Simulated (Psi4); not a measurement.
# [SiH5]− (SMILES [H][Si-]([H])([H])([H])[H]) at PW86PBE/aug-cc-pV(T+d)Z (density fitting)

What is the energy change on altering one bond length of [SiH5]− at PW86PBE/aug-cc-pV(T+d)Z (density fitting)? 

The results are computed with Psi4 1.11.

2 further runs of the same task are left out: 2 set aside as unsound or not needed.

### Step 1. The system as given

[SiH5]− has 6 atoms, charge -1, and is taken as a singlet. As SMILES, `[H][Si-]([H])([H])([H])[H]`. Geometry: relaxed at GFN2-xTB.

Bond lengths: Si1–H2 1.639 Å, Si1–H3 1.644 Å, Si1–H4 1.491 Å, Si1–H5 1.491 Å, Si1–H6 1.491 Å. Angles: H2–Si1–H3 179.9°, H2–Si1–H4 90.0°, H2–Si1–H5 90.0°, H2–Si1–H6 90.1°, H3–Si1–H4 89.9°, H3–Si1–H5 90.0°, H3–Si1–H6 90.0°, H4–Si1–H5 120.1°, H4–Si1–H6 120.0°, H5–Si1–H6 120.0°.

### Step 2. The response to a field at PW86PBE/aug-cc-pV(T+d)Z (density fitting)

job.dat

```
memory 1600 mb

molecule system {
  -1 1
  Si    -0.000240     0.000230     0.001470
  H     -0.019890    -0.007790     1.639910
  H      0.021790     0.007860    -1.642440
  H      1.490630     0.011850     0.019200
  H     -0.757550     1.285100    -0.002620
  H     -0.734730    -1.297250    -0.015520
}

set {
  basis    aug-cc-pV(T+d)Z
  scf_type mem_df
}

properties('pw86pbe', properties=['dipole_polarizabilities'])
print_variables()
```

On the command line:

```bash
$ psi4 -i job.dat -o job.out -n 1
```

job.out:

```text
[...]
  Running in c1 symmetry.
[...]
  Nuclear repulsion =   26.139781458618401
[...]
  Multiplicity = 1
[...]
  Nalpha       = 10
  Nbeta        = 10
[...]
    Number of basis functions: 170
[...]
   @DF-RKS iter   1:  -292.32699198347041   -1.55304e-01   3.05459e-03 ADIIS/DIIS
[...]
   @DF-RKS iter   8:  -292.53908869798715   -8.38791e-08   2.96040e-07 DIIS
[...]
    Orbital Energies [Eh]
    ---------------------
    Doubly Occupied:
       1A    -65.265238     2A     -4.830873     3A     -3.238112
       4A     -3.238103     5A     -3.236032     6A     -0.274039
       7A     -0.103931     8A     -0.103876     9A     -0.076493
      10A      0.036883
[...]
  @DF-RKS Final Energy:  -292.53908869798715
   => Energetics <=
    Nuclear Repulsion Energy =             26.1397814586184012
    One-Electron Energy =                -460.1894989648441197
    Two-Electron Energy =                 164.5013523734725993
    DFT Exchange-Correlation Energy =     -22.9907235652340276
    Empirical Dispersion Energy =           0.0000000000000000
    VV10 Nonlocal Energy =                  0.0000000000000000
    Total Energy =                       -292.5390886979871539
[...]
 Multipole Moments:
 ------------------------------------------------------------------------------------
     Multipole            Electronic (a.u.)      Nuclear  (a.u.)        Total (a.u.)
 ------------------------------------------------------------------------------------
 L = 1.  Multiply by 2.5417464519 to convert [e a0] to [Debye]
 Dipole X            :         -0.0023872            0.0011509           -0.0012363
 Dipole Y            :          0.0013643           -0.0010953            0.0002689
 Dipole Z            :          0.0214903           -0.0070006            0.0144897
 Magnitude           :                                                    0.0145448
[...]
```

Wall time 50 s (1 thread of Intel Xeon Platinum 8375C at 2.90GHz (Ice Lake), shared host); peak memory 1 GiB.

### Step 3. The distorted shape

h5si.py

```python
import psi4

psi4.set_memory(1600000000)
psi4.set_num_threads(1)
psi4.set_output_file('run.log', False)

mol = psi4.geometry("""
-1 1
Si     0.151201    -0.256709     0.002288
H      0.131551    -0.264729     1.640728
H      0.173231    -0.249079    -1.641622
H      1.642071    -0.245089     0.020018
H     -0.757550     1.285100    -0.002620
H     -0.583289    -1.554189    -0.014702
""")

psi4.set_options({
    'basis': 'aug-cc-pV(T+d)Z',
    'reference': 'rks',
    'scf_type': 'mem_df',
})

energy_value = psi4.properties("pw86pbe", properties=['dipole_polarizabilities'], molecule=mol)
print('E =', round(energy_value, 9))
```

On the command line:

```bash
$ python h5si.py
```

run.log:

```text
[...]
  Running in c1 symmetry.
[...]
  Nuclear repulsion =   25.232849707252335
[...]
  Multiplicity = 1
[...]
  Nalpha       = 10
  Nbeta        = 10
[...]
    Number of basis functions: 170
[...]
   @DF-RKS iter   1:  -292.33038419490566   -2.07738e-01   2.94597e-03 DIIS/ADIIS
[...]
   @DF-RKS iter   8:  -292.53020439569633   -3.52559e-07   5.65120e-07 DIIS
[...]
    Orbital Energies [Eh]
    ---------------------
    Doubly Occupied:
       1A    -65.285011     2A     -4.846985     3A     -3.255328
       4A     -3.254087     5A     -3.251849     6A     -0.270345
       7A     -0.108768     8A     -0.084097     9A     -0.082614
      10A      0.029002
[...]
  @DF-RKS Final Energy:  -292.53020439569633
   => Energetics <=
    Nuclear Repulsion Energy =             25.2328497072523348
    One-Electron Energy =                -458.2352988120624104
    Two-Electron Energy =                 163.4078755326818282
    DFT Exchange-Correlation Energy =     -22.9356308235680970
    Empirical Dispersion Energy =           0.0000000000000000
    VV10 Nonlocal Energy =                  0.0000000000000000
    Total Energy =                       -292.5302043956963303
[...]
 Multipole Moments:
 ------------------------------------------------------------------------------------
     Multipole            Electronic (a.u.)      Nuclear  (a.u.)        Total (a.u.)
 ------------------------------------------------------------------------------------
 L = 1.  Multiply by 2.5417464519 to convert [e a0] to [Debye]
 Dipole X            :          0.3156301           -0.1190510            0.1965790
 Dipole Y            :         -0.5379864            0.2028426           -0.3351438
 Dipole Z            :          0.0212630           -0.0076499            0.0136131
 Magnitude           :                                                    0.3887801
[...]
```

On the terminal:

```text
E = -292.530204396
```

It took 48 s on 1 thread of Intel Xeon Platinum 8375C at 2.90GHz (Ice Lake), shared host; peak memory 0.99 GiB.

### Step 4. What came out

At PW86PBE/aug-cc-pV(T+d)Z (density fitting):

| quantity | value |
| --- | --- |
| first shape: total energy | -292.53909 Eh |
| first shape: HOMO energy | 1.00 eV |
| first shape: LUMO energy | 2.92 eV |
| first shape: HOMO–LUMO gap (to an unbound level, set by the basis) | 1.92 eV |
| first shape: mean static polarisability | 75.4 bohr³ |
| distorted shape: total energy | -292.53020 Eh |
| distorted shape: HOMO energy | 0.79 eV |
| distorted shape: LUMO energy | 2.84 eV |
| distorted shape: HOMO–LUMO gap (to an unbound level, set by the basis) | 2.05 eV |
| distorted shape: mean static polarisability | 75.0 bohr³ |
| energy change with the Si1–H5 bond stretched from 1.491 to 1.790 Å | 0.242 eV |

**Reading.** With the Si1–H5 bond stretched from 1.491 to 1.790 Å the energy rises by 0.24 eV (23.3 kJ/mol). The first shape isn't relaxed at this level, so the change isn't measured from a minimum. The HOMO (first shape) lies at positive energy, 1.00 eV, as semi-local functionals often give for anions; only total energies tell whether the electron is bound. The HOMO (distorted shape) lies at positive energy, 0.79 eV, as semi-local functionals often give for anions; only total energies tell whether the electron is bound.
